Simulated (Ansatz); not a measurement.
The first iterations of a band of AlClFH$_{3}$ (6 atoms, charge 0, multiplicity 1).

These are results of Ansatz, RKS PBE0-D4/6-31G*, not measurements.

* movable images: 7
* climbing image: yes
* spring: 5.0 eV/Å²
* optimiser: quadratic models (default)
* start path: through a guess of the saddle point
* force threshold: 0.03 eV/Å
* iteration limit: 60
* end points: relaxed

Image 0:

```xyz
6
Properties=species:S:1:pos:R:3
Al -0.587 0.107 -0.329
Cl 1.254 1.199 -0.760
H -0.916 -1.048 -1.360
H -1.629 0.910 0.550
H 1.340 -0.337 0.847
F 0.539 -0.830 1.052
```

Image 8:

```xyz
6
Properties=species:S:1:pos:R:3
Al -0.772 -0.217 -0.066
Cl 1.514 1.039 -0.499
H -0.968 -0.988 -1.437
H -1.680 0.966 0.470
H 1.695 0.175 0.454
F 0.211 -0.974 1.078
```

| iteration | highest image above the first end (eV) | largest band force component (eV/Å) |
| --- | --- | --- |
| 1 | 0.904 | 2.398 |
| 2 | 0.416 | 1.536 |

Task: Does the band converge within its limit, and where does its top end?

Result: It converged. It ended after 8 iterations with the highest image 0.246 eV above the first end. A vibrational analysis at the climbing image gives one clearly imaginary mode, 521i cm⁻¹: a first-order saddle point. The orbitals stay closed-shell, which can raise the energy where a bond breaks towards radicals; this wasn't checked here.

The run took 2.2 min on 1 thread of Intel(R) Xeon(R) Platinum 8259CL CPU @ 2.50GHz (Skylake/Cascade Lake), with other jobs on the host, peak memory 0.18 GiB.
